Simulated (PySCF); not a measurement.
Ligands exchanged one at a time, Si NH2-H. Gas-phase values, no solvent. One relaxed conformer stands for each flexible species; it need not be the lowest. Strings in code marks are SMILES.

These are PBE-D3(BJ)/def2-TZVP // r2SCAN-D4/def2-TZVP in PySCF values and carry that method's errors. Delta-SCF ions had no search for a lower state. 

```tsv
species	HOMO–LUMO gap (eV)	vertical ionisation energy (Delta-SCF) (eV)	HOMO (eV)
0 of 4 NH2 replaced by H (`N[Si](N)(N)N`)	5.26	8.09	-5.23
3 of 4 NH2 replaced by H (`N[SiH3]`)	5.52	9.65	-6.00
4 of 4 NH2 replaced by H (`[SiH4]`)	…	…	-8.51
```

**Question.** What belongs in the gaps?

**Answer.** 
- 4 of 4 NH2 replaced by H (`[SiH4]`), HOMO–LUMO gap (eV): 8.75
- 4 of 4 NH2 replaced by H (`[SiH4]`), vertical ionisation energy (Delta-SCF) (eV): 12.14
